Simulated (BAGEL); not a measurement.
**[BPNH6]− (SMILES N[BH2-]P) at HF/STO-3G (density fitting with qzvpp-jkfit)**

Aim: the vertical singlet–triplet gap of [BPNH6]− at HF/STO-3G (density fitting with qzvpp-jkfit), from 2 runs. 

The results are computed with BAGEL 1.2.2.

1 further run of the same task is left out (it didn't finish). Runs told in other sessions of the task aren't counted.

## (1) The structure to begin with

[BPNH6]−: 9 atoms, total charge -1, spin state singlet. SMILES: `N[BH2-]P`. The shape is that of a GFN2-xTB optimisation. This is one conformer, not always the lowest.

Bond lengths: N1–B2 1.520 Å, B2–P3 2.084 Å, N1–H4 1.015 Å, N1–H5 1.015 Å, B2–H6 1.208 Å, B2–H7 1.209 Å, P3–H8 1.383 Å, P3–H9 1.380 Å. Some angles: N1–B2–P3 110.7°, N1–B2–H6 111.4°, N1–B2–H7 111.2°, P3–B2–H6 105.7°, P3–B2–H7 104.5°, B2–N1–H4 111.3°, B2–N1–H5 111.2°, B2–P3–H8 97.7°, B2–P3–H9 97.3°, H6–B2–H7 113.0°.

## (2) The energy at HF/STO-3G (density fitting with qzvpp-jkfit)

input.json reads:

```json
{ "bagel": [

{
  "title": "molecule",
  "basis": "sto-3g",
  "df_basis": "qzvpp-jkfit",
  "angstrom": true,
  "geometry": [
    { "atom": "N", "xyz": [       0.001820,       0.523030,      -1.451820 ] },
    { "atom": "B", "xyz": [      -0.511580,       0.449040,      -0.023200 ] },
    { "atom": "P", "xyz": [       0.881220,      -0.486430,       1.212320 ] },
    { "atom": "H", "xyz": [       0.205330,      -0.401390,      -1.818930 ] },
    { "atom": "H", "xyz": [       0.867790,       1.049380,      -1.503750 ] },
    { "atom": "H", "xyz": [      -1.514910,      -0.219340,       0.049740 ] },
    { "atom": "H", "xyz": [      -0.643560,       1.553240,       0.451670 ] },
    { "atom": "H", "xyz": [       0.664350,      -1.784930,       0.787860 ] },
    { "atom": "H", "xyz": [       0.049540,      -0.682600,       2.296090 ] }
  ]
},

{ "title": "hf", "charge": -1 },

{ "title": "print", "file": "orbitals.molden", "orbitals": true }

]}
```

Started as:

```bash
$ BAGEL_NUM_THREADS=1 BAGEL input.json > input.out
```

Log:

```text
* using 1 threads per process

  ===============================================================
  ===============================================================

  *** Geometry ***

  { "atom" : "N", "xyz" : [      0.003439,      0.988383,     -2.743542 ] },
  { "atom" : "B", "xyz" : [     -0.966746,      0.848563,     -0.043842 ] },
  { "atom" : "P", "xyz" : [      1.665264,     -0.919219,      2.290953 ] },
  { "atom" : "H", "xyz" : [      0.388017,     -0.758517,     -3.437280 ] },
  { "atom" : "H", "xyz" : [      1.639885,      1.983041,     -2.841676 ] },
  { "atom" : "H", "xyz" : [     -2.862765,     -0.414493,      0.093995 ] },
  { "atom" : "H", "xyz" : [     -1.216152,      2.935198,      0.853533 ] },
  { "atom" : "H", "xyz" : [      1.255440,     -3.373029,      1.488840 ] },
  { "atom" : "H", "xyz" : [      0.093617,     -1.289927,      4.338981 ] },

  Number of auxiliary basis functions:      388

  Since a DF basis is specified, we compute 2- and 3-index integrals:
    o Being stored without compression. Storage requirement is 0.002 GB

  Number of basis functions:       25
  Number of electrons      :       33

    * METHOD: MOLECULE                             0.10

  *** RHF ***

  === Nuclear Repulsion ===
    96.8366284206

      * DIIS with orbital gradients will be used.

  === RHF iteration (sto-3g) ===
      0       -418.35552949          0.01477783           0.01
      1       -418.40561527          0.00290533           0.01
      2       -418.40785645          0.00074171           0.01
      3       -418.40804135          0.00008603           0.01
      4       -418.40804515          0.00002373           0.01
      5       -418.40804552          0.00000420           0.01
      6       -418.40804553          0.00000084           0.01
      7       -418.40804553          0.00000018           0.01
      8       -418.40804553          0.00000004           0.01
      9       -418.40804553          0.00000001           0.01
    * SCF iteration converged.

    * Permanent dipole moment:
           (   -1.111268,     0.615993,    -0.177522) a.u.

    * METHOD: HF                                   0.17

    * METHOD: PRINT                                0.00

  ===============================================================
```

Run time: 0.4 s. Hardware: 1 thread of Arm Neoverse V1, shared host; peak memory 0.084 GiB.

## (3) The triplet

job.json reads:

```json
{ "bagel": [

{
  "title": "molecule",
  "basis": "sto-3g",
  "df_basis": "qzvpp-jkfit",
  "angstrom": true,
  "geometry": [
    { "atom": "N", "xyz": [    0.001820,    0.523030,   -1.451820 ] },
    { "atom": "B", "xyz": [   -0.511580,    0.449040,   -0.023200 ] },
    { "atom": "P", "xyz": [    0.881220,   -0.486430,    1.212320 ] },
    { "atom": "H", "xyz": [    0.205330,   -0.401390,   -1.818930 ] },
    { "atom": "H", "xyz": [    0.867790,    1.049380,   -1.503750 ] },
    { "atom": "H", "xyz": [   -1.514910,   -0.219340,    0.049740 ] },
    { "atom": "H", "xyz": [   -0.643560,    1.553240,    0.451670 ] },
    { "atom": "H", "xyz": [    0.664350,   -1.784930,    0.787860 ] },
    { "atom": "H", "xyz": [    0.049540,   -0.682600,    2.296090 ] }
  ]
},
{ "title": "uhf", "charge": -1, "nopen": 2 },
{ "title": "print", "file": "orbitals.molden", "orbitals": true }

]}
```

Started as:

```bash
$ BAGEL_NUM_THREADS=1 BAGEL job.json > job.out
```

Log:

```text
* using 1 threads per process

  ===============================================================
  ===============================================================

  *** Geometry ***

  { "atom" : "N", "xyz" : [      0.003439,      0.988383,     -2.743542 ] },
  { "atom" : "B", "xyz" : [     -0.966746,      0.848563,     -0.043842 ] },
  { "atom" : "P", "xyz" : [      1.665264,     -0.919219,      2.290953 ] },
  { "atom" : "H", "xyz" : [      0.388017,     -0.758517,     -3.437280 ] },
  { "atom" : "H", "xyz" : [      1.639885,      1.983041,     -2.841676 ] },
  { "atom" : "H", "xyz" : [     -2.862765,     -0.414493,      0.093995 ] },
  { "atom" : "H", "xyz" : [     -1.216152,      2.935198,      0.853533 ] },
  { "atom" : "H", "xyz" : [      1.255440,     -3.373029,      1.488840 ] },
  { "atom" : "H", "xyz" : [      0.093617,     -1.289927,      4.338981 ] },

  Number of auxiliary basis functions:      388

  Since a DF basis is specified, we compute 2- and 3-index integrals:
    o Being stored without compression. Storage requirement is 0.002 GB

  Number of basis functions:       25
  Number of electrons      :       33

    * METHOD: MOLECULE                             0.10

  *** Open-shell HF ***

  === Nuclear Repulsion ===
    96.8366284206

      * DIIS with orbital gradients will be used.

  === UHF iteration (sto-3g) ===
      0       -418.01284807          0.02378884           0.02
      1       -418.05985570          0.00621283           0.02
      2       -418.06712195          0.00322571           0.02
      3       -418.06956170          0.00180335           0.02
      4       -418.07114009          0.00120798           0.02
      5       -418.07225593          0.00077208           0.02
      6       -418.07295645          0.00024742           0.02
      7       -418.07302063          0.00011918           0.02
      8       -418.07304226          0.00009378           0.02
      9       -418.07306536          0.00007431           0.02
     10       -418.07308504          0.00005491           0.02
     11       -418.07309657          0.00003539           0.02
     12       -418.07310209          0.00001023           0.02
     13       -418.07310245          0.00000397           0.02
     14       -418.07310248          0.00000202           0.02
     15       -418.07310249          0.00000117           0.02
     16       -418.07310250          0.00000052           0.02
     17       -418.07310250          0.00000035           0.02
     18       -418.07310250          0.00000023           0.02
     19       -418.07310250          0.00000017           0.02
     20       -418.07310250          0.00000014           0.02
     21       -418.07310250          0.00000008           0.02
     22       -418.07310250          0.00000005           0.02
     23       -418.07310250          0.00000002           0.02
     24       -418.07310250          0.00000001           0.02
    * SCF iteration converged.

    * S^2 (UHF) is 2.0110

    * Permanent dipole moment:
           (   -1.399854,     0.129664,     0.135720) a.u.

    * METHOD: UHF                                  0.49

    * METHOD: PRINT                                0.00

  ===============================================================
```

Run time: 0.73 s. Hardware: 1 thread of Arm Neoverse V1, shared host; peak memory 0.084 GiB.

## (4) Outcome

Level: HF/STO-3G (density fitting with qzvpp-jkfit).

| quantity | value |
| --- | --- |
| singlet: total energy | -418.40805 Eh |
| singlet: HOMO energy | 0.66 eV |
| singlet: LUMO energy | 19.92 eV |
| singlet: HOMO–LUMO gap (to an unbound level, set by the basis) | 19.26 eV |
| triplet: total energy | -418.07310 Eh |
| triplet: ⟨S²⟩ | 2.011 |
| vertical energy of the triplet above the singlet | 9.114 eV |

In words: At this shape the triplet lies 9.11 eV (879 kJ/mol) above the singlet. For an anion a state so high probably lies above electron detachment. In a minimal basis such a difference can be off by several eV, whatever the method. The HOMO (singlet) lies at positive energy, 0.66 eV: the electron is unbound at this level or held by a compact basis; values depend on the basis.
